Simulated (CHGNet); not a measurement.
fcc Au

All values below come from the machine-learned potential CHGNet 0.3.0 (trained on PBE and PBE+U data).

Cell: relaxed at this level.

```yaml
equilibrium_lattice_constant_a: 4.172 Å
equilibrium_volume_per_atom: 18.15 Å³/atom
vacancy_formation_energy: 0.31 eV
```

Measured, for comparison: lattice constant a 4.062 Å, equilibrium volume per atom 16.76 Å³/atom (static lattice: zero-point anharmonic expansion removed; as tabulated in Mejia-Rodriguez and Trickey (2018), arXiv:1807.09216); vacancy formation energy 0.89 ± 0.04 eV (no zero-point or thermal correction, monovacancy; as tabulated in Mehl and Papaconstantopoulos (1996), arXiv:mtrl-th/9602003). Computed (rounded) less measured: lattice constant a +2.7 %, equilibrium volume per atom +8.3 %, vacancy formation energy -0.58 eV.

A machine-learned potential is trained on density-functional data: it inherits that level's misses and adds fitting errors of its own.

Note: this model's volume lies 7 % above that of the starting cell (a measured, published or database cell).
